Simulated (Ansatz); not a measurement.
## Worked example: correlation energy of C3H3N, singlet

Geometry: MP2(full)/6-31G*, from the G2/97 set.

```xyz
7

C    -0.1480   -1.7281    0.0000
C     0.5986   -0.6144    0.0000
C     0.0136    0.6928    0.0000
H    -1.2316   -1.6876    0.0000
H     0.3196   -2.7059    0.0000
H     1.6835   -0.6616    0.0000
N    -0.4536    1.7784    0.0000
```

Basis 6-31G; Ansatz 0.2.0. Only valence electrons are correlated (noble-gas cores frozen), which leaves 20 electrons in 38 orbitals. Prefix R: restricted or restricted open-shell reference.

Full CI isn't at hand for all of this; RCCSDT(Q) serves as the reference, and is uncertain by about the last step of the cluster series.

Runs differ by some tens of microhartree through their thresholds, so steps under 0.03 kcal/mol mean nothing.

```csv
level,total energy (hartree)
RHF,-169.690448
RMP2,-170.076587
RCCSD,-170.095112
RCCSD(T),-170.109470
RCCSDT,-170.109644
RCCSDT(Q),-170.111848
```

What is the correlation energy at RCCSDT(Q), and what share of it do RMP2 and RCCSD(T) recover?

E(corr) = -170.111848 − (-169.690448) = -0.421400 hartree = -11.467 eV. RMP2: -0.386139 / -0.421400 = 91.63 %. RCCSD(T): -0.419022 / -0.421400 = 99.44 %.

By how many kcal/mol does RCCSD(T) miss RCCSDT(Q) (1 hartree = 627.509 kcal/mol), and which steps make up the rest?

-170.109470 − (-170.111848) = 0.002378 hartree = 1.49 kcal/mol. Steps: RCCSDT − RCCSD(T) = -0.11, RCCSDT(Q) − RCCSDT = -1.38 kcal/mol. Differences between like states or geometries often cancel part of this.
